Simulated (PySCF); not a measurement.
Several species in one continuum solvent.

All values: wB97X-D/pcSseg-2 (PySCF, non-relativistic), each on one gas-phase PBE0-D3(BJ)/def2-TZVP geometry that isn't relaxed in the solvent. The solvent is an IEF-PCM continuum (cavity from Bondi-type radii × 1.2). The model holds no explicit solvent molecules, cavitation or dispersion.

Task: Order them by E(solvent) − E(gas) in chloroform (ε = 4.711), most negative first (kJ/mol).
A. `[Cl][K]`
B. `N#CCF`
C. `C=C=O`

Result: A (-60.3), B (-20.3), C (-7.7).

| SMILES | charge | ΔE (kJ/mol) | polarisation term (kJ/mol) | HOMO shift (eV) | dipole gas (D) | dipole solvent (D) | atoms |
| --- | --- | --- | --- | --- | --- | --- | --- |
| [Cl][K] | 0 | -60.3 | -65.8 | -1.08 | 10.49 | 11.44 | 2 |
| N#CCF | 0 | -20.3 | -23.6 | +0.09 | 3.31 | 3.97 | 6 |
| C=C=O | 0 | -7.7 | -8.4 | +0.08 | 1.47 | 1.80 | 5 |

The polarisation term is half the interaction of the solute with the induced surface charges.

The pairwise dispersion term of wB97X-D wasn't added to the energies; at a given geometry it leaves orbitals and properties as they are.
